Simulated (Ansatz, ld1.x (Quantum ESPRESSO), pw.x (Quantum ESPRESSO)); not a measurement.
# pw.x on sc Si: one setting changed

Potential: norm-conserving Troullier–Martins (Kleinman–Bylander form), ld1.x (Quantum ESPRESSO) 7.5, LDA (PW92); core [Ne], reference 3s2 3p1; waves: 3p (bound): rc 2.05 bohr; 3d channel at 0.35 Ry: rc 1.70 bohr; 3s (bound): rc 1.55 bohr; local part: the s channel; core correction: none.

The reference run (k-mesh 13³, cutoffs 50/200 Ry, Fermi–Dirac 0.01 Ry, mixing_beta 0.4, conv_thr 1e-9, no spin) gives -1.01 GPa at 15.704 Å³/atom, where all-electron LAPW gives 0.11 GPa. This run, with its own iteration cap, changes k-mesh shift to 1.

```
&control
  calculation='scf', prefix='x', pseudo_dir='./', outdir='./tmp', tstress=.true., disk_io='none'
/
&system
  ibrav=0, nat=1, ntyp=1, ecutwfc=50, ecutrho=200, nbnd=9,
  occupations='smearing', smearing='fd', degauss=0.01
/
&electrons
  conv_thr=1e-09, mixing_beta=0.4, electron_maxstep=60
/
ATOMIC_SPECIES
Si 1.0 Si.UPF
CELL_PARAMETERS angstrom
  2.50420625 0.00000000 0.00000000
  0.00000000 2.50420625 0.00000000
  0.00000000 0.00000000 2.50420625
ATOMIC_POSITIONS crystal
Si 0.0000 0.0000 0.0000
K_POINTS automatic
13 13 13 1 1 1
```

```bash
pw.x < Si.scf.in > Si.scf.out
```

How does the run end?

It converges in 6 iterations; the free energy moves by -11.6 meV/atom and the pressure by -0.80 GPa.

```
Message from routine setup:
     using ibrav=0 with symmetry is DISCOURAGED, use correct ibrav instead
     lattice parameter (alat)  =       4.7323  a.u.
     unit-cell volume          =     105.9758 (a.u.)^3
     number of electrons       =         4.00
     number of Kohn-Sham states=            9
     kinetic-energy cutoff     =      50.0000  Ry
     charge density cutoff     =     200.0000  Ry
     scf convergence threshold =      1.0E-09
     Exchange-correlation= PW
     number of k points=    84  Fermi-Dirac smearing, width (Ry)=  0.0100
     iteration #  1     ecut=    50.00 Ry     beta= 0.40
     total energy              =      -7.92957968 Ry
     estimated scf accuracy    <       0.03177832 Ry
     iteration #  2     ecut=    50.00 Ry     beta= 0.40
     total energy              =      -7.92646113 Ry
     estimated scf accuracy    <       0.00892622 Ry
     iteration #  3     ecut=    50.00 Ry     beta= 0.40
     total energy              =      -7.92701575 Ry
     estimated scf accuracy    <       0.00004908 Ry
     iteration #  4     ecut=    50.00 Ry     beta= 0.40
     c_bands:  1 eigenvalues not converged
     total energy              =      -7.92702195 Ry
     estimated scf accuracy    <       0.00000011 Ry
     iteration #  5     ecut=    50.00 Ry     beta= 0.40
     total energy              =      -7.92702200 Ry
     estimated scf accuracy    <          6.1E-09 Ry
     iteration #  6     ecut=    50.00 Ry     beta= 0.40
     the Fermi energy is     8.8981 ev
!    total energy              =      -7.92702200 Ry
     estimated scf accuracy    <          3.7E-10 Ry
     smearing contrib. (-TS)   =      -0.00180662 Ry
     The total energy is F=E-TS. E is the sum of the following terms:
     one-electron contribution =       3.96649748 Ry
     hartree contribution      =       0.12859375 Ry
     xc contribution           =      -2.42727454 Ry
     ewald contribution        =      -9.59303206 Ry
     convergence has been achieved in   6 iterations
          total   stress  (Ry/bohr**3)                   (kbar)     P=      -18.11
     Message from routine punch:
     Nothing written, as per user request (disk_io='none')
```

The run took about 4.2 s on one core of a shared host (Neoverse-V2, 96 threads, 742 GiB, load 71).
